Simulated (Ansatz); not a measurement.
Process, species as SMILES: C[SiH2] (CH3-SiH2) → [SiH2-]C (an electron is taken up)
B3LYP-D3(BJ)/def2-TZVP geometries, fixed; electronic energies without zero-point terms; positive where energy is released.

Effect of the final integration grid (spheres per factor e of radius in core and valence, angular degree) at PBE/aug-cc-pV(T+d)Z with Ansatz (a quantum-chemistry and plane-wave program), against the last row, where the adiabatic electron affinity is 1.06 eV. Open shells are unrestricted. The default's grid is 13, 11, 36.

```tsv
setting	largest shift of a total energy (mEh)	shift of the adiabatic electron affinity (eV)
accuracy: medium (default)	0.000	0.000
final_grid: 4, 3, 11	3.717	0.012
final_grid: 6, 5, 17	0.081	0.000
final_grid: 8, 7, 23	-0.015	0.000
final_grid: 10, 9, 29	-0.001	0.000
final_grid: 18, 15, 47	0.000	0.000
final_grid: 26, 22, 59	0.000	0.000
```

Within 0.002 eV in the adiabatic electron affinity: accuracy: medium (default); final_grid: 6, 5, 17; final_grid: 8, 7, 23; final_grid: 10, 9, 29; final_grid: 18, 15, 47. The largest shift is 3.717 mEh in a total energy and 0.012 eV in the difference.
